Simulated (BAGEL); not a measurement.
# [SiPH4]− (SMILES [SiH2-]P): B3LYP/def2-SVPD (density fitting with qzvpp-jkfit)

What is the energy change on altering one bond length of [SiPH4]− at B3LYP/def2-SVPD (density fitting with qzvpp-jkfit)? 

The results are computed with BAGEL 1.2.2.

1 further run of the same task is left out (set aside as unsound or not needed).

## Step 1: The system as given

The species is [SiPH4]− (6 atoms), meant as a singlet with charge -1. SMILES: `[SiH2-]P`. Geometry: relaxed at GFN2-xTB. This is one conformer, not always the lowest.

Bond lengths: Si1–P2 2.225 Å, Si1–H3 1.503 Å, Si1–H4 1.503 Å, P2–H5 1.375 Å, P2–H6 1.375 Å. Angles: Si1–P2–H5 94.0°, Si1–P2–H6 94.1°, P2–Si1–H3 96.4°, P2–Si1–H4 96.5°, H5–P2–H6 91.3°, H3–Si1–H4 96.7°.

## Step 2: A single-point energy at B3LYP/def2-SVPD (density fitting with qzvpp-jkfit)

The input, calc.json:

```json
{ "bagel" : [

{
  "title" : "molecule",
  "basis" : "def2-svpd.json",
  "df_basis" : "qzvpp-jkfit",
  "angstrom" : true,
  "geometry" : [
    { "atom" : "Si", "xyz" : [    0.357650,   -1.019850,   -0.132620 ] },
    { "atom" : "P", "xyz" : [   -0.355230,    1.071380,    0.132600 ] },
    { "atom" : "H", "xyz" : [   -0.387090,   -1.600590,    1.036860 ] },
    { "atom" : "H", "xyz" : [   -0.642080,   -1.408110,   -1.185860 ] },
    { "atom" : "H", "xyz" : [    0.407400,    1.565440,   -0.899820 ] },
    { "atom" : "H", "xyz" : [    0.619350,    1.391730,    1.048840 ] }
  ]
},
{
  "title" : "ks",
  "xc_func" : "b3lyp",
  "charge" : -1
},
{
  "title" : "print",
  "file" : "orbitals.molden",
  "orbitals" : true
}

]}
```

The basis set def2-SVPD is read from a file made from the Basis Set Exchange's data (not shown).

Command:

```
$ BAGEL_NUM_THREADS=1 BAGEL calc.json > calc.out
```

What it wrote:

```text
* using 1 threads per process

  ===============================================================
  ===============================================================

  *** Geometry ***

  { "atom" : "Si", "xyz" : [      0.675861,     -1.927237,     -0.250615 ] },
  { "atom" : "P", "xyz" : [     -0.671287,      2.024615,      0.250578 ] },
  { "atom" : "H", "xyz" : [     -0.731494,     -3.024677,      1.959381 ] },
  { "atom" : "H", "xyz" : [     -1.213355,     -2.660942,     -2.240951 ] },
  { "atom" : "H", "xyz" : [      0.769874,      2.958253,     -1.700413 ] },
  { "atom" : "H", "xyz" : [      1.170402,      2.629989,      1.982020 ] },

  Number of auxiliary basis functions:      328

  Since a DF basis is specified, we compute 2- and 3-index integrals:
    o Being stored without compression. Storage requirement is 0.017 GB

  Number of basis functions:       80
  Number of electrons      :       33

    * METHOD: MOLECULE                             0.09

  *** Kohn-Sham DFT ***

    * Removing 8892 points whose weight is below 1.00e-10
    * Grid points: 80544

  === Nuclear Repulsion ===
    83.5745440871

       - DIIS with orbital gradients will be used.

  === KS iteration (b3lyp / def2-svpd.json) ===
      0       -619.19925170          0.08243890           0.22
      1       -624.16400735          0.10368920           0.21
      2       -621.49439308          0.12418816           0.21
      3       -632.01827858          0.04554191           0.21
      4       -632.68379205          0.02953798           0.21
      5       -633.07400621          0.00553265           0.21
      6       -633.08609510          0.00225173           0.21
      7       -633.08810711          0.00074958           0.21
      8       -633.08829312          0.00022314           0.21
      9       -633.08830961          0.00006785           0.21
     10       -633.08831172          0.00000501           0.21
     11       -633.08831174          0.00000209           0.21
     12       -633.08831174          0.00000071           0.21
     13       -633.08831174          0.00000038           0.20
     14       -633.08831174          0.00000015           0.21
     15       -633.08831174          0.00000002           0.21
     16       -633.08831174          0.00000002           0.21
     17       -633.08831174          0.00000000           0.21
    * SCF iteration converged.

    * Permanent dipole moment:
           (    0.258850,    -1.098423,    -0.127202) a.u.

    * METHOD: KS                                   4.09

    * METHOD: PRINT                                0.02

  ===============================================================
```

It took 4.5 s on 1 thread of Arm Neoverse V1, shared host; peak memory 0.3 GiB.

## Step 3: The distorted shape, same level

The input, dft.json:

```json
{ "bagel": [

{
  "title": "molecule",
  "basis": "def2-svpd.json",
  "df_basis": "qzvpp-jkfit",
  "angstrom": true,
  "geometry": [
    { "atom": "Si", "xyz": [       0.065287,      -1.115952,      -0.407482 ] },
    { "atom": "P", "xyz": [      -0.647593,       0.975278,      -0.142262 ] },
    { "atom": "H", "xyz": [      -0.679453,      -1.696692,       0.761998 ] },
    { "atom": "H", "xyz": [      -0.934443,      -1.504212,      -1.460722 ] },
    { "atom": "H", "xyz": [       0.115037,       1.469338,      -1.174682 ] },
    { "atom": "H", "xyz": [       0.619350,       1.391730,       1.048840 ] }
  ]
},

{ "title": "ks", "xc_func": "b3lyp", "charge": -1 },

{ "title": "print", "file": "orbitals.molden", "orbitals": true }

]}
```

The basis set def2-SVPD is read from a file made from the Basis Set Exchange's data (not shown).

Command:

```
$ BAGEL_NUM_THREADS=1 BAGEL dft.json > dft.out
```

What it wrote:

```text
* using 1 threads per process

  ===============================================================
  ===============================================================

  *** Geometry ***

  { "atom" : "Si", "xyz" : [      0.123375,     -2.108844,     -0.770029 ] },
  { "atom" : "P", "xyz" : [     -1.223773,      1.843008,     -0.268836 ] },
  { "atom" : "H", "xyz" : [     -1.283980,     -3.206283,      1.439968 ] },
  { "atom" : "H", "xyz" : [     -1.765841,     -2.842549,     -2.760365 ] },
  { "atom" : "H", "xyz" : [      0.217388,      2.776646,     -2.219827 ] },
  { "atom" : "H", "xyz" : [      1.170402,      2.629989,      1.982020 ] },

  Number of auxiliary basis functions:      328

  Since a DF basis is specified, we compute 2- and 3-index integrals:
    o Being stored without compression. Storage requirement is 0.017 GB

  Number of basis functions:       80
  Number of electrons      :       33

    * METHOD: MOLECULE                             0.09

  *** Kohn-Sham DFT ***

    * Removing 8554 points whose weight is below 1.00e-10
    * Grid points: 80882

  === Nuclear Repulsion ===
    81.9478856580

       - DIIS with orbital gradients will be used.

  === KS iteration (b3lyp / def2-svpd.json) ===
      0       -619.30440884          0.08065120           0.22
      1       -624.10031850          0.09748796           0.21
      2       -620.41844571          0.12372142           0.21
      3       -631.97984575          0.04543124           0.21
      4       -631.74649788          0.04441258           0.21
      5       -633.01922079          0.00924876           0.21
      6       -633.05619707          0.00483813           0.21
      7       -633.06407400          0.00166670           0.21
      8       -633.06495456          0.00023129           0.21
      9       -633.06498070          0.00004479           0.21
     10       -633.06498153          0.00001225           0.21
     11       -633.06498156          0.00001081           0.21
     12       -633.06498161          0.00000106           0.21
     13       -633.06498161          0.00000039           0.22
     14       -633.06498161          0.00000012           0.21
     15       -633.06498161          0.00000007           0.21
     16       -633.06498161          0.00000002           0.21
     17       -633.06498161          0.00000001           0.21
    * SCF iteration converged.

    * Permanent dipole moment:
           (    0.417639,    -0.947272,     0.092997) a.u.

    * METHOD: KS                                   4.16

    * METHOD: PRINT                                0.02

  ===============================================================
```

It took 4.5 s on 1 thread of Arm Neoverse V1, shared host; peak memory 0.3 GiB.

## Step 4: Outcome

Level: B3LYP/def2-SVPD (density fitting with qzvpp-jkfit).

```
                                                              quantity          value
                                             first shape: total energy  -633.08831 Eh
                                              first shape: HOMO energy        0.53 eV
                                              first shape: LUMO energy        4.59 eV
    first shape: HOMO–LUMO gap (to an unbound level, set by the basis)        4.05 eV
                                         distorted shape: total energy  -633.06498 Eh
                                          distorted shape: HOMO energy        0.44 eV
                                          distorted shape: LUMO energy        3.63 eV
distorted shape: HOMO–LUMO gap (to an unbound level, set by the basis)        3.19 eV
     energy change with the P2–H6 bond stretched from 1.375 to 1.788 Å       0.635 eV
```

With the P2–H6 bond stretched from 1.375 to 1.788 Å the energy rises by 0.63 eV (61.3 kJ/mol). The first shape isn't relaxed at this level, so the change isn't measured from a minimum. The HOMO (first shape) lies at positive energy, 0.53 eV; only total energies tell whether the electron is bound. The HOMO (distorted shape) lies at positive energy, 0.44 eV; only total energies tell whether the electron is bound.
